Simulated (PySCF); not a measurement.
# SiNH4O (SMILES [NH][SiH2]O) at UHF/ccECP-cc-pVTZ (density fitting with cc-pvtz-jkfit, core potential)

What is the energy difference between two shapes of SiNH4O at UHF/ccECP-cc-pVTZ (density fitting with cc-pvtz-jkfit, core potential)? 

The calculation is run with PySCF 2.14.0.

2 further runs of the same task are left out: 1 that didn't finish, 1 set aside as unsound or not needed.

**1. The molecule**

The species is SiNH4O (7 atoms), meant as a doublet with charge 0. As SMILES, `[NH][SiH2]O`. The shape is that of a PBE0-D4/def2-TZVP optimisation. This is one conformer, not always the lowest.

Bond lengths: N1–Si2 1.741 Å, Si2–O3 1.637 Å, N1–H4 1.022 Å, Si2–H5 1.484 Å, Si2–H6 1.493 Å, O3–H7 0.959 Å. Angles: N1–Si2–O3 110.5°, N1–Si2–H5 113.2°, N1–Si2–H6 105.1°, O3–Si2–H5 105.4°, O3–Si2–H6 112.1°, Si2–N1–H4 114.4°, Si2–O3–H7 117.6°, H5–Si2–H6 110.7°.

**2. A single-point energy at UHF/ccECP-cc-pVTZ (density fitting with cc-pvtz-jkfit, core potential)**

The input, job.py:

```python
from pyscf import gto

mol = gto.M(
    atom='''
N       -1.219700      -0.362600       0.666700
Si       0.116600       0.212100      -0.290000
O        1.398500      -0.795100      -0.146900
H       -2.101000       0.125500       0.496300
H       -0.184300       0.263000      -1.742100
H        0.414600       1.577200       0.236200
H        1.636600      -1.088000       0.734200
''',
    basis='ccecp-cc-pvtz',
    spin=1,
    max_memory=1860,
    verbose=4,
    ecp={'N': 'ccecp', 'Si': 'ccecp', 'O': 'ccecp', 'H': 'ccecp'},
    symmetry=True,
)

mf = mol.UHF()
mf = mf.density_fit(auxbasis='cc-pvtz-jkfit')
mf.max_cycle = 100
mf.kernel()
if not mf.converged:
    mf = mf.newton().run(mf.mo_coeff, mf.mo_occ)

energy = mf.e_tot
print(f'total energy: {energy:.8f} hartree')
```

Run with:

```console
$ OMP_NUM_THREADS=1 python job.py
```

What it wrote:

```text
PySCF version 2.14.0

[INPUT] num. atoms = 7
[INPUT] num. electrons = 19
[INPUT] charge = 0
[INPUT] spin (= nelec alpha-beta = 2S) = 1
[INPUT] symmetry True subgroup None
[INPUT] Mole.unit = angstrom
[INPUT] Symbol           X                Y                Z      unit          X                Y                Z       unit  Magmom
[INPUT]  1 N     -1.219700000000  -0.362600000000   0.666700000000 AA   -2.304898954132  -0.685214692767   1.259880407248 Bohr   0.0
[INPUT]  2 Si     0.116600000000   0.212100000000  -0.290000000000 AA    0.220342066124   0.400810911020  -0.548020576124 Bohr   0.0
[INPUT]  3 O      1.398500000000  -0.795100000000  -0.146900000000 AA    2.642781985204  -1.502521241642  -0.277600767699 Bohr   0.0
[INPUT]  4 H     -2.101000000000   0.125500000000   0.496300000000 AA   -3.970314587711   0.237160628633   0.937871075622 Bohr   0.0
[INPUT]  5 H     -0.184300000000   0.263000000000  -1.742100000000 AA   -0.348276524757   0.496997970761  -3.292091881605 Bohr   0.0
[INPUT]  6 H      0.414600000000   1.577200000000   0.236200000000 AA    0.783480451245   2.980476043664   0.446353310622 Bohr   0.0
[INPUT]  7 H      1.636600000000  -1.088000000000   0.734200000000 AA    3.092725775463  -2.056022023527   1.387436920656 Bohr   0.0

[... 99 lines left out ...]
converged SCF energy = -31.6105623901992  <S^2> = 0.75965002  2S+1 = 2.0096268
total energy: -31.61056239 hartree
```

It took 3.9 s on 1 thread of Arm Neoverse V2, shared host; peak memory 0.22 GiB.

**3. The distorted shape, same level**

The input, calc.py:

```python
from pyscf import gto, scf

mol = gto.M(
    atom='''
N   -1.206251  -0.336587   0.653123
Si   0.131864   0.204360  -0.266660
O    1.423346  -0.797524  -0.118934
H   -2.123645   0.128954   0.491914
H   -0.190971   0.301746  -1.760964
H    0.414318   1.592636   0.235098
H    1.627350  -1.093003   0.751784
''',
    ecp={'N': 'ccecp', 'Si': 'ccecp', 'O': 'ccecp', 'H': 'ccecp'},
    spin=1,
    symmetry=True,
    max_memory=1860,
    verbose=4,
    charge=0,
    basis='ccecp-cc-pvtz',
)

mf = scf.UHF(mol)
mf = mf.density_fit(auxbasis='cc-pvtz-jkfit')
mf.max_cycle = 100
mf.kernel()
if not mf.converged:
    mf = mf.newton().run(mf.mo_coeff, mf.mo_occ)

energy = mf.e_tot
print('E = %.10f Eh' % energy)
```

Run with:

```console
$ OMP_NUM_THREADS=1 python calc.py
```

What it wrote:

```text
PySCF version 2.14.0

[INPUT] num. atoms = 7
[INPUT] num. electrons = 19
[INPUT] charge = 0
[INPUT] spin (= nelec alpha-beta = 2S) = 1
[INPUT] symmetry True subgroup None
[INPUT] Mole.unit = angstrom
[INPUT] Symbol           X                Y                Z      unit          X                Y                Z       unit  Magmom
[INPUT]  1 N     -1.206251000000  -0.336587000000   0.653123000000 AA   -2.279484027483  -0.636057247089   1.234223595654 Bohr   0.0
[INPUT]  2 Si     0.131864000000   0.204360000000  -0.266660000000 AA    0.249186845690   0.386184430816  -0.503914368377 Bohr   0.0
[INPUT]  3 O      1.423346000000  -0.797524000000  -0.118934000000 AA    2.689734120495  -1.507101937768  -0.224752686899 Bohr   0.0
[INPUT]  4 H     -2.123645000000   0.128954000000   0.491914000000 AA   -4.013107435802   0.243687742667   0.929582736839 Bohr   0.0
[INPUT]  5 H     -0.190971000000   0.301746000000  -1.760964000000 AA   -0.360882887734   0.570217299183  -3.327739675219 Bohr   0.0
[INPUT]  6 H      0.414318000000   1.592636000000   0.235098000000 AA    0.782947548478   3.009645856123   0.444270832433 Bohr   0.0
[INPUT]  7 H      1.627350000000  -1.093003000000   0.751784000000 AA    3.075245808811  -2.065476323328   1.420665864830 Bohr   0.0

[... 99 lines left out ...]
converged SCF energy = -31.6077586665068  <S^2> = 0.76000331  2S+1 = 2.0099784
E = -31.6077586665 Eh
```

It took 3.9 s on 1 thread of Arm Neoverse V2, shared host; peak memory 0.2 GiB.

**4. Results**

At UHF/ccECP-cc-pVTZ (density fitting with cc-pvtz-jkfit, core potential):

```
                                           quantity         value
                          first shape: total energy  -31.61056 Eh
                         first shape: dipole moment        1.32 D
    first shape: HOMO energy (highest over α and β)     -11.66 eV
     first shape: LUMO energy (lowest over α and β)       1.96 eV
                                  first shape: ⟨S²⟩         0.760
                      distorted shape: total energy  -31.60776 Eh
                     distorted shape: dipole moment        1.35 D
distorted shape: HOMO energy (highest over α and β)     -11.66 eV
 distorted shape: LUMO energy (lowest over α and β)       1.84 eV
                              distorted shape: ⟨S²⟩         0.760
             energy change with the atoms displaced      0.076 eV
```

In words: With the atoms displaced the energy rises by 0.08 eV (1.8 kcal/mol). The first shape isn't relaxed at this level, so the change isn't measured from a minimum. Mulliken charges (first shape) run from -0.52 on O3 to +0.58 on Si2; they depend strongly on the basis.
